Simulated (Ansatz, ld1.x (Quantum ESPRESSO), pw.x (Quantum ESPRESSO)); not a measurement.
## pw.x on bcc Mg: one setting changed

Potential: norm-conserving Troullier–Martins (Kleinman–Bylander form), ld1.x (Quantum ESPRESSO) 7.5, PBEsol; core [Ne], reference 3s2 3p0; waves: 3s (bound): rc 2.30 bohr; 3d channel at 0.45 Ry: rc 2.05 bohr; 3p (bound, empty): rc 2.60 bohr; local part: the p channel; core correction: Bessel-smoothed model core, default radius (core density twice the valence density).

The reference run (k-mesh 13³, cutoffs 50/200 Ry, Fermi–Dirac 0.01 Ry, mixing_beta 0.4, conv_thr 1e-9, no spin) gives 0.08 GPa at 22.446 Å³/atom, where all-electron LAPW gives 0.16 GPa. This run, with its own iteration cap, changes smearing to mp.

```
&control
  calculation='scf', prefix='x', pseudo_dir='./', outdir='./tmp', tstress=.true., disk_io='none'
/
&system
  ibrav=0, nat=1, ntyp=1, ecutwfc=50, ecutrho=200, nbnd=8,
  occupations='smearing', smearing='mp', degauss=0.01
/
&electrons
  conv_thr=1e-09, mixing_beta=0.4, electron_maxstep=60
/
ATOMIC_SPECIES
Mg 1.0 Mg.UPF
CELL_PARAMETERS angstrom
  -1.77702276 1.77702276 1.77702276
  1.77702276 -1.77702276 1.77702276
  1.77702276 1.77702276 -1.77702276
ATOMIC_POSITIONS crystal
Mg 0.0000 0.0000 0.0000
K_POINTS automatic
13 13 13 0 0 0
```

```bash
pw.x < Mg.scf.in > Mg.scf.out
```

How does the run end?

It converges in 6 iterations; the free energy moves by +16.7 meV/atom and the pressure by +0.01 GPa. This scheme is built to cancel the term in the square of the width that Fermi–Dirac smearing leaves in the F of a metal.

```
Message from routine setup:
     using ibrav=0 with symmetry is DISCOURAGED, use correct ibrav instead
     lattice parameter (alat)  =       5.8164  a.u.
     unit-cell volume          =     151.4731 (a.u.)^3
     number of electrons       =         2.00
     number of Kohn-Sham states=            8
     kinetic-energy cutoff     =      50.0000  Ry
     charge density cutoff     =     200.0000  Ry
     scf convergence threshold =      1.0E-09
     Exchange-correlation= PBESOL
     number of k points=    84  Methfessel-Paxton smearing, width (Ry)=  0.0100
     iteration #  1     ecut=    50.00 Ry     beta= 0.40
     total energy              =      -5.28827048 Ry
     estimated scf accuracy    <       0.00366066 Ry
     iteration #  2     ecut=    50.00 Ry     beta= 0.40
     total energy              =      -5.28785903 Ry
     estimated scf accuracy    <       0.00125450 Ry
     iteration #  3     ecut=    50.00 Ry     beta= 0.40
     total energy              =      -5.28787804 Ry
     estimated scf accuracy    <       0.00000007 Ry
     iteration #  4     ecut=    50.00 Ry     beta= 0.40
     total energy              =      -5.28787862 Ry
     estimated scf accuracy    <       0.00000002 Ry
     iteration #  5     ecut=    50.00 Ry     beta= 0.40
     total energy              =      -5.28787862 Ry
     estimated scf accuracy    <       0.00000001 Ry
     iteration #  6     ecut=    50.00 Ry     beta= 0.40
     the Fermi energy is     3.7542 ev
!    total energy              =      -5.28787862 Ry
     estimated scf accuracy    <          8.1E-11 Ry
     smearing contrib. (-TS)   =      -0.00002942 Ry
     The total energy is F=E-TS. E is the sum of the following terms:
     one-electron contribution =       1.32795425 Ry
     hartree contribution      =       0.00393248 Ry
     xc contribution           =      -4.45229107 Ry
     ewald contribution        =      -2.16744486 Ry
     convergence has been achieved in   6 iterations
          total   stress  (Ry/bohr**3)                   (kbar)     P=        0.92
     Message from routine punch:
     Nothing written, as per user request (disk_io='none')
```

The run took about 5.7 s on one core of a shared host (Neoverse-V2, 96 threads, 742 GiB, load 24).
